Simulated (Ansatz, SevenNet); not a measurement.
For hcp Sc, the machine-learned potential SevenNet-0 (trained on PBE and PBE+U data) gives:

```
Quantity                         Result
------------------------------  -------
equilibrium lattice constant a  3.267 Å
c axis length                   5.330 Å
```

Question: What does r²SCAN-D4 in Ansatz (PAW) give for the same quantities?

Answer: 
- lattice constant a: 3.318 Å (goes up by 1.6 %)
- lattice parameter c: 5.194 Å (shrinks by 2.6 %)

For comparison: lattice constant a 3.309 Å (measured, 293 K, no zero-point or thermal correction; as tabulated in Wikipedia's data pages); lattice parameter c 5.268 Å (measured, 293 K, no zero-point or thermal correction; as tabulated in Wikipedia's data pages).

Changes are worked out from the printed values.

Unless a cell is named, each level is at its own relaxed cell (SevenNet-0 24.64, r²SCAN-D4 24.76 Å³/atom).

Ansatz's density-functional and Hartree–Fock values are scalar-relativistic unless marked +SOC, with PAW data made under PBE.

Ansatz is a first-principles code.
